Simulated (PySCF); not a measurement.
Bonds (- single, = double, # triple, : aromatic): C1#N2 1.177 Å, N2-C3 1.303 Å, C3#N4 1.153 Å. Formal charges: C1 -1, N2 +1.

Geometry: PBE0-D3(BJ)/def2-TZVP; GIAO shifts from PySCF 2.14, gas phase, non-relativistic, averaged over equivalent atoms.

At PBE0/pcSseg-2 (144 basis functions, 12 s wall time on 1 thread of an Arm Neoverse N1, shared host):
```tsv
atoms	δ (ppm)
C1	198.7
C3	102.0
N4	250.5
N2	168.1
```

Chemical shifts δ = σref − σ; $^{13}$C (186.03 ppm) vs TMS; $^{15}$N (263.78 ppm) vs NH3, all at this level.

**Question.** Predict the values at wB97X-D/pcSseg-2 on the same geometry.

**Answer.** 
```csv
atoms,δ at wB97X-D/pcSseg-2,change
C1,198.8,+0.1
C3,104.0,+2.0
N4,247.7,-2.8
N2,168.5,+0.4
```

δ = σ(ref) − σ, references computed at the same level: $^{13}$C (σ = 186.29 ppm) against TMS; NH3 for $^{15}$N (σ = 262.16 ppm).

The largest change is at N4 (nitrile nitrogen). Cost: 144 basis functions, 9.7 s wall time on 1 thread of an Arm Neoverse N1, shared host.

Experimental scales use liquid or dissolved standards, which lie at an offset from isolated NH3 (liquid NH3: subtract about 20 ppm). Unscaled 15N shifts of sp2 nitrogen come out 20 to 40 ppm too high even then.
